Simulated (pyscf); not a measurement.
Optimised with ωB97X-D3(BJ)/def2-SVP in PySCF.

Question: How much does it cost (ΔH, 298 K, ωB97M-D3(BJ)/def2-TZVP) to split Cl–Sn(Cl)(Cl)–Cl (SMILES [Cl][Sn]([Cl])([Cl])[Cl]) at its Cl–Sn bond into Cl• + Cl–Sn•(Cl)–Cl?

Answer: Cl–Sn to Cl• + Cl–Sn•(Cl)–Cl: 3.56 eV. The 7 functionals that were run give +3.35 (B3LYP-D3(BJ)) to +3.78 eV (ωB97X-D3(BJ)). Left out: the spin-orbit lowering of Cl. Elements past Kr carry the def2 core potentials, without spin-orbit coupling.
